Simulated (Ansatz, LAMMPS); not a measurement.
# Corundum (α-Al2O3), bulk modulus B0

Reference value: 254 GPa (measured, 298 K, copied from a table, unchecked, not corrected to a static lattice, with K' = 4.34, our sources range from 239 to 254; as tabulated in BurnMan's mineral tables).

```csv
level (code),value (GPa),cell (Å³/atom)
"ionic model pedone2006 (rigid ions, LAMMPS)",274,8.34
LDA (Ansatz),257,8.32
PBE (Ansatz),[?],8.76
RPBE (Ansatz),218,8.95
PBE-D3(BJ) (Ansatz),239,8.60
PBE-D4 (Ansatz),240,8.59
r²SCAN-D4 (Ansatz),[?],8.44
```

Problem. Fill in the missing entries.

Solution. 
- PBE (Ansatz, a quantum-chemistry and plane-wave program), value (GPa): 230
- r²SCAN-D4 (Ansatz), value (GPa): 260

Differences against the reference: ionic model pedone2006 +7.9 %, LDA +1.2 %, PBE -9.4 %, RPBE -14.2 %, PBE-D3(BJ) -5.9 %, PBE-D4 -5.5 %, r²SCAN-D4 +2.4 %.

The reference is not for a static lattice or low temperature, so close values are not ranked against it.

The measured value isn't corrected to a static lattice, so vibrations enter the comparison. A static lattice is as a rule stiffer than a warm one, by over a tenth in soft solids.  Each level is taken at its own relaxed cell. Cutoffs differ between the levels. Ansatz's density-functional and Hartree–Fock values are scalar-relativistic unless marked +SOC, with PAW data made under PBE.

Empirical potentials (ionic model pedone2006) are fitted to chosen data: where that held the value shown, agreement is built in, and what lay outside the fit can be far off.

Differences are worked out from the printed values.
